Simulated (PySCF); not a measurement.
Molecule: SMILES C/C=C/F, C$_{3}$H$_{5}$F.

Atoms are numbered as in `[CH3:1]/[CH:2]=[CH:3]/[F:4]` (H(Xn): hydrogen on atom n).

Geometry PBE0-D3(BJ)/def2-SVP throughout; GIAO in PySCF 2.14, gas phase, one conformer, non-relativistic; equivalent atoms averaged; basis pcSseg-2.

For orientation, B3LYP gives these shifts δ (against TMS, CFCl3 at the same level): C3 162.4, C2 116.7, C1 13.2, F4 -130.9, H(C3) 6.76, H(C2) 5.54, H(C1) 1.65 ppm.

A run gave: C3 163.0, C2 117.5, C1 12.8, F4 -122.7, H(C3) 6.70, H(C2) 5.56, H(C1) 1.58 ppm (shifts δ (against TMS, CFCl3 at the same level)).

Question: Which functional was used in that run?
A. B97-2
B. wB97X-D
C. CAM-B3LYP
D. OPBE

Answer: B. C3 tells them apart best: wB97X-D gives 163.0, OPBE gives 156.1, CAM-B3LYP gives 165.1, B97-2 gives 158.9 ppm.
